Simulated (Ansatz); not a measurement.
C3H4N2 can be A, `CN=C=C=N`, or B, `C=C(N)C#N`.

Program: Ansatz. Geometries: PBE0-D4/def2-TZVP. ΔE: electronic, gas phase. CCSD(T)/CBS adds triple-zeta CCSD(T) − MP2 to the extrapolated MP2 energy (def2 sets, frozen cores). DFT in def2-TZVPP. B3LYP here is the variant with VWN-RPA as its local correlation; programs differ in this. Each species was taken in one conformer, which may not be the lowest.

A:

```xyz
9

C    -0.921   -0.468   -1.481
N     0.297   -0.613   -0.711
C     0.430    0.001    0.353
C     0.898    0.464    1.457
N     1.030    1.080    2.523
H    -1.651    0.208   -1.028
H    -1.361   -1.460   -1.610
H    -0.651   -0.111   -2.478
H     1.929    0.898    2.976
```

B:

```xyz
9

C     0.475    0.775   -0.955
C     0.041    0.032    0.069
N    -1.256   -0.403    0.280
C     0.958   -0.324    1.114
N     1.680   -0.638    1.954
H     1.496    1.124   -0.981
H    -0.187    1.056   -1.764
H    -1.353   -1.252    0.812
H    -1.854   -0.370   -0.530
```

Which is lower in electronic energy at CCSD(T)/CBS, and by how much? (Best estimate.)

Computed: B, by 50.1 kcal/mol.

Give E(B) − E(A) in kcal/mol with HF/def2-TZVPP, B3LYP-D4, PBE-D4, MP2/def2-TZVPP, BLYP-D4, LDA (SPW92), B3LYP. (Estimate.)

Ansatz gave: HF/def2-TZVPP -55.6, B3LYP-D4 -43.9, PBE-D4 -39.5, MP2/def2-TZVPP -53.4, BLYP-D4 -39.8, LDA (SPW92) -39.5, B3LYP -43.1. None reverses the order clearly.

Does the order hold for the free energy at 298.15 K (harmonic terms from PBE0-D4)? (Estimate.)

Computed: Yes: G(B) − G(A) = -48.5 kcal/mol, for one conformer each.

Largest T1 diagnostic: 0.016.

Leaving LDA and LC-ωPBE aside and taking each functional with its dispersion term where it has one, the values, not all of them listed here, spread over 10.7 kcal/mol, from PBE-QIDH to PBE-D4. From r2SCAN to r2SCAN0 (25 % exact exchange), in def2-TZVPP and without D4, E(B) − E(A) moves by −4.0 kcal/mol.
